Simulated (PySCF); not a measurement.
MgMe(OH), CH4MgO.
Structure used (PBE0-D3(BJ)/def2-SVP), in Å, numbered top down from 1:
```xyz
7
CH4MgO angstrom
Mg     0.0699   -0.0479   -0.7209
C     -0.1217    0.0861    1.3496
H      0.8565    0.0267    1.8560
H     -0.7460   -0.7278    1.7555
H     -0.5887    1.0367    1.6580
O      0.2615   -0.1772   -2.4737
H      0.2685   -0.1965   -3.4244
```

Computed with PySCF 2.14.0, density-fitted response routines, TDDFT PBE0/def2-SVPD, vertical, gas phase, core orbitals frozen in the response.

Frontier orbitals with the atoms that hold most of them (Löwdin shares over 4%, at most four atoms; ? is withheld):

| orbital | ε (eV) | atoms |
| --- | --- | --- |
| LUMO+2 | 0.24 | Mg1 84%, O6 8%, C2 5% |
| LUMO+1 | 0.24 | Mg1 84%, O6 8%, C2 5% |
| LUMO | ? | ? |
| HOMO | -7.33 | ? |
| HOMO-1 | -7.85 | O6 85%, H7 7%, Mg1 7% |
| HOMO-2 | -7.86 | O6 85%, H7 7%, Mg1 7% |
| HOMO-3 | -10.43 | C2 50%, H4 26%, H3 12%, H5 8% |

Problem. Give the leading atoms of the LUMO.

Solution. Mg1 (bonded to C and O) 72%; C2 (bonded to Mg and 3 H) 12%; O6 (bonded to Mg and H) 8%.

Problem. Give the leading atoms of the HOMO.

Solution. C2 (bonded to Mg and 3 H) 56%; Mg1 (bonded to C and O) 17%; H3 (bonded to C) 8%; H4 (bonded to C) 8%. By element: carbon 56%, magnesium 17%, hydrogen 16% or more.

Problem. What is the LUMO energy, and the HOMO–LUMO gap?

Solution. ε(LUMO) = -0.73 eV; the gap is 6.59 eV (0.2423 hartree).

Within 0.005 eV of a neighbour in this list lie LUMO+1/LUMO+2.

Problem. The HOMO–LUMO gap is 6.59 eV. Where does the response calculation put the lowest singlet, and from which orbitals?

Solution. S1 is at 5.70 eV (f = 0.205), 0.89 eV below the gap, made of HOMO→LUMO (92%). 

Next come S2 at 5.80 eV (f 0.039), HOMO-2/HOMO-1→LUMO (≥97%); S3 at 5.82 eV (f 0.049), HOMO-2/HOMO-1→LUMO (≥93%); S4 at 6.43 eV (f 0.091), HOMO→LUMO+1/LUMO+2 (≥96%); S5 at 6.43 eV (f 0.091), HOMO→LUMO+1/LUMO+2 (≥96%).

Orbitals of the list HOMO-3 to LUMO+2 that lie within 0.01 eV of each other are written together with a slash and their weights summed (≥ marks a lower bound); for degenerate orbitals outside that list single weights are arbitrary.

Löwdin shares depend on the basis, the more so with diffuse functions.
